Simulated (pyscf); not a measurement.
This saddle point was located with ωB97X-D3(BJ)/def2-SVP in PySCF.

```xyz
10

Bi     0.4977    -0.6828     0.7252
O     -1.3849     0.2871     1.3802
O      0.2789    -0.3986    -1.3077
O     -0.6907    -2.3860     0.3211
H     -2.1443    -0.0264     0.8654
H     -0.2386    -1.1637    -1.6067
H     -0.9717    -2.8934     1.0924
S      0.4288     2.2239     0.6152
H     -0.8606     1.3979     1.0387
H      0.2126     2.0317    -0.7018
```
Charge 0, spin multiplicity 1.

Surface: singlet, charge 0. Lowest wavenumbers (cm⁻¹): 1019i, 88, 115, 162, 191.

Task: Which two sides does it connect, and which bonds change?

Result: HO–Bi(OH)–OH (SMILES [OH][Bi]([OH])[OH]) + H₂S (SMILES S) ⇌ HO–Bi(OH)–SH (SMILES [OH][Bi]([OH])[SH]) + H₂O (SMILES O), a four-centre exchange read from left to right: Bi–O, H–S broken and Bi–S, H–O formed. At ωB97M-D3(BJ)/def2-TZVP it lies +25.8 kJ/mol from the left side and +53.8 kJ/mol from the right (each side as separated species at their lowest minima found). On the reactant side the descent ends in a bound adduct, 34.3 kJ/mol under the separated species and 43.4 kJ/mol under the saddle at ωB97X-D3(BJ)/def2-TZVP. On the product side the descent ends in a bound adduct, 47.8 kJ/mol under the separated species and 100.4 kJ/mol under the saddle at ωB97X-D3(BJ)/def2-TZVP. At ωB97X-D3(BJ) the barrier from the zero used here is 9.1 kJ/mol. This is the saddle that the search found; another between the same sides may lie lower. Elements past Kr carry the def2 core potentials, without spin-orbit coupling.
